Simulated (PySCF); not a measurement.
# Trend along the third period: MB cations

CCSD(T) with triple-zeta basis sets in PySCF, for the lowest determinant that a PBE0 search found; no spin–orbit coupling. De refers to high-spin ground-configuration atoms (the charge goes to the atom of lower measured ionisation energy or higher electron affinity, which is not always the lowest computed limit).

```
 M        basis  reference, frozen orbitals  charged atom  state (unpaired electrons)  Re (Å)  ωe (cm⁻¹)  De (eV)
Na      pcseg-2                      UHF, 2           Na+               doublet (σ ↑)   2.858        220     0.55
Mg      pcseg-2                      RHF, 2           Mg+      singlet (closed shell)   2.561        356     1.60
Si  def2-TZVPPD                      UHF, 6           Si+          triplet (σ ↑, π ↑)   2.114        518     2.44
 P  def2-TZVPPD                      UHF, 6            B+         quartet (σ ↑, π ↑↑)   1.872        704     2.09
Cl  def2-TZVPPD                      UHF, 6            B+               doublet (σ ↑)   1.604       1139     3.48
```

The shortest bond is that of BCl⁺ (1.604 Å), the longest that of NaB⁺ (2.858 Å). BCl⁺ is bound most strongly (3.48 eV) and NaB⁺ least (0.55 eV).

The rows differ in basis set, which adds steps of its own.

The state changes along the series, so neighbouring rows are not always alike in their bonding.

Correlated steps freeze the inner cores (2 to 6 orbitals); shallow outer-core shells are correlated. For an ion De counts to the pair picked by the measured ionisation energies or electron affinities, which need not be the lowest pair at this level. Where the molecule has an RHF reference, its open-shell atoms are computed with UHF. States were picked by a PBE0 search and need not be the measured ground states.
